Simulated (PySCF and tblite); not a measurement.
Results of a calculation; reference values are marked as such.
C₃H₈O, numbered as in [CH3:1][CH2:2][CH2:3][OH:4].

Search: ETKDG and KDG, MMFF94s, GFN2-xTB, 90 starts; geometries at GFN2-xTB. Free energies are PBE0-D3(BJ)/pcSseg-1 (IEF-PCM, chloroform) single points with GFN2-xTB rigid-rotor and vibrational terms (modes under about 100 cm⁻¹ blended into free rotors). Symmetry numbers and mirror images are counted. Conformers within 3 kcal/mol (GFN2-xTB free energy) were kept, 10 at most. (PySCF 2.14, tblite 0.8.)

Torsions listed: C1–C2–C3–O4, C2–C3–O4–H4. Of a mirror pair one member is shown.

```tsv
conformer	shape	symmetry	dipole D
1	180°, 180°	Cs	1.85
2	67°, -179°	C1 (pair)	1.89
3	68°, -58°	C1 (pair)	2.02
4	62°, 56°	C1 (pair)	1.97
5	-178°, -58°	C1 (pair)	1.99
```

Q: Which of these conformers is the most populated at 298.15 K, and with what share?

A: Conformer 4, about 31 %. The lead over the next is within the error of the method.

Q: Give the DFT energies and free energies relative to the lowest, and all weights.

A: 
```json
{"conformer": "1", "shape": "180°, 180°", "E(DFT) kcal/mol": "0.62", "G(298.15 K) kcal/mol": "0.80", "weight %": "8.1"}
{"conformer": "2", "shape": "67°, -179°", "E(DFT) kcal/mol": "0.57", "G(298.15 K) kcal/mol": "0.39", "weight %": "16.2"}
{"conformer": "3", "shape": "68°, -58°", "E(DFT) kcal/mol": "0.22", "G(298.15 K) kcal/mol": "0.21", "weight %": "21.8"}
{"conformer": "4", "shape": "62°, 56°", "E(DFT) kcal/mol": "0.00", "G(298.15 K) kcal/mol": "0.00", "weight %": "31.1"}
{"conformer": "5", "shape": "-178°, -58°", "E(DFT) kcal/mol": "0.21", "G(298.15 K) kcal/mol": "0.18", "weight %": "22.9"}
```

Q: How does its share change from 220 K to 380 K?

A: From 35 % to 29 %; the mixing entropy goes from 4.25 to 4.33 cal/(mol K).
